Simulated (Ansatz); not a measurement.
**SbI₂: from a trial structure to a relaxed crystal**

Theory: DFT PBE, scalar-relativistic, plane waves, PAW in Ansatz. Cutoff 420 eV, Γ-centred k mesh, Gaussian smearing, no spin polarisation in the final step.

The start puts SbI₂ on the rutile structure type (P4_2/mnm, No. 136), with Sb in place of Ti, I in place of O, at a guessed volume.

```yaml
crystal:
  lattice:
    - [7.19554, 0.00000, 0.00000]
    - [0.00000, 7.19554, 0.00000]
    - [0.00000, 0.00000, 4.63465]
  atoms:
    - { symbol: Sb, position: [0.00000, 0.00000, 0.00000] }
    - { symbol: Sb, position: [0.50000, 0.50000, 0.50000] }
    - { symbol: I, position: [0.30600, 0.30600, 0.00000] }
    - { symbol: I, position: [0.19400, 0.80600, 0.50000] }
    - { symbol: I, position: [0.69400, 0.69400, 0.00000] }
    - { symbol: I, position: [0.80600, 0.19400, 0.50000] }
```

Cell and atoms relax at zero pressure; the relaxation can't lower the symmetry of the start.

Formation energies are uncorrected and refer to the elements' standard structures at the same level.

**Question.** What does it relax into?

**Answer.** It keeps P4_2/mnm (No. 136). The result has the rutile structure. Conventional cell: a = 7.851 Å, c = 4.172 Å. Sb has 6 I at 3.16–3.18 Å; I is coordinated by 3 Sb at 3.16–3.18 Å.

```
Sb I
1.0
     7.85149    0.00000    0.00000
     0.00000    7.85149    0.00000
     0.00000    0.00000    4.17215
Sb I
2 4
Direct
  0.00000 0.00000 0.00000
  0.50000 0.50000 0.50000
  0.28681 0.28681 0.00000
  0.21319 0.78681 0.50000
  0.71319 0.71319 0.00000
  0.78681 0.21319 0.50000
```

**Question.** What are its volume, energy, density and gap?

**Answer.** The volume per atom is 42.87 Å³, the density is 4.85 g/cm³ and the energy over the elements is -0.10 eV/atom. The gap on the 6×6×10 mesh is 0 eV (a metal).

The final run used a 6×6×10 mesh on its 6-atom cell and 0.10 eV smearing. For metals, differences of a few meV/atom aren't resolved. Spin–orbit coupling is left out. A structure relaxed within its symmetry needn't be a true minimum.

Cost: 3 runs of about 9.4 core-minutes in all, on Arm Neoverse V1 (shared hosts).